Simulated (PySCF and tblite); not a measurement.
Results of a calculation; reference values are marked as such.
C₄H₁₀O, numbered as in [CH3:1][CH2:2][CH2:3][O:4][CH3:5].

The ensemble was built from 90 distance-geometry starts (ETKDG and KDG, MMFF94s, GFN2-xTB) and rests on GFN2-xTB geometries. Energies: PBE0-D3(BJ)/def2-TZVP (IEF-PCM, chloroform), with GFN2-xTB thermal terms (modes under about 100 cm⁻¹ blended into free rotors). Symmetry numbers and mirror images are counted. Conformers within 3 kcal/mol (GFN2-xTB free energy) were kept, 10 at most. Couplings: B3LYP/6-31G* with pcJ-1 on H (gas phase; spin-dipole term only for pairs with B, N, F, Si or P). Couplings are for ¹H; a prime marks the second kind of pair between the same two sets of atoms. H–H couplings come out 0.1 to 0.9 Hz lower than with pcJ-1 on all atoms. (PySCF 2.14, tblite 0.8.)

Torsions listed: C1–C2–C3–O4, C2–C3–O4–C5. Of a mirror pair one member is shown.

```json
{"conformer": "1", "shape": "66°, -179°", "weight %": "49.8"}
{"conformer": "2", "shape": "180°, 180°", "weight %": "36.1"}
{"conformer": "3", "shape": "60°, 73°", "weight %": "7.1"}
{"conformer": "4", "shape": "-172°, -72°", "weight %": "7.0"}
```

(1) Give the couplings in each conformer and the averages at 298.15 K (pairs that fast motion interchanges averaged).

## Answers

(1) 
```tsv
coupling	pairs	1	2	3	4	average (Hz)
²J(H1,H1)	3	-13.6	-13.8	-13.7	-13.8	-13.7
³J(H1,H2)	6	7.3	7.7	7.3	7.6	7.5
²J(H2,H2)	1	-13.9	-13.1	-14.4	-12.2	-13.5
³J(H2,H3)	2	7.5	4.6	7.6	4.4	6.2
³J(H2,H3′)	2	2.1	11.7	2.8	11.9	6.3
²J(H3,H3)	1	-8.7	-8.1	-12.4	-11.9	-9.0
²J(H5,H5)	3	-10.8	-10.7	-10.9	-10.9	-10.8
```
